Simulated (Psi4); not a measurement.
This Psi4 input (MP2/def2-SV(P)) gives -342.46121 Eh with 24 basis functions.

```
memory 8100 MB

molecule {
0 1
P     0.00293147    0.00160888    0.12817703
H    -0.00384980    1.18388197   -0.65609339
H     1.01199153   -0.61366513   -0.65676338
H    -1.05211382   -0.59435001   -0.60979871
}

set {
  basis def2-sv(p)
  scf_type df
  freeze_core true
}

energy('mp2')
print_variables()
```

Change:
```diff
- basis def2-sv(p)
+ basis sto-3g
```

Question: What does the run give now?

Answer: -338.67618 Eh (MP2/STO-3G, 12 functions), a change of +3785.03 mEh.
